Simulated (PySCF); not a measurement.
Which level of theory gave which numbers?

Compound: 2-butyne, C4H6.
InChI=1S/C4H6/c1-3-4-2/h1-2H3

The closed-shell ground state was solved 3 times with PySCF (density fitting, gas phase), always in the aug-cc-pVTZ basis (322 functions), with these functionals: CAM-B3LYP, PBE0 and wB97X-D. Isolated species at its PBE0-D3(BJ)/def2-TZVP geometry, gas phase.

| row | total energy (Eh) | HOMO (eV) | LUMO (eV) |
| --- | --- | --- | --- |
| P | -155.9404 | -8.49 | 0.25 |
| Q | -155.9765 | -8.98 | 0.87 |
| R | -155.8344 | -7.13 | -0.06 |

Which functional belongs to which row?

P = CAM-B3LYP, Q = wB97X-D, R = PBE0. By rising HOMO–LUMO gap: PBE0 (global hybrid, 25 % exact exchange) 7.07 eV; CAM-B3LYP (range-separated hybrid) 8.74 eV; wB97X-D (range-separated hybrid) 9.85 eV. Total energies of different functionals aren't bounds to one another; each is stationary for its own functional.

wB97X-D is run here without its empirical dispersion term; that term would change no orbital, density or response property at a fixed geometry.
